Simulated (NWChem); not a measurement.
System: BF₃; SMILES FB(F)F

Computed with NWChem. Structure relaxed at the PBE-D3(BJ)/def2-SVP level. B3LYP is NWChem's, with the RPA form of VWN correlation. Ions are spin-unrestricted doublets at the neutral geometry; other ion states weren't tried.

For level LRC-wPBEh/def2-SVP:

- −ε(HOMO) (eV): 13.87

Problem. What are these values for level B3LYP/def2-SVP?

Solution. The −ε(HOMO) (eV) comes out as 11.59.
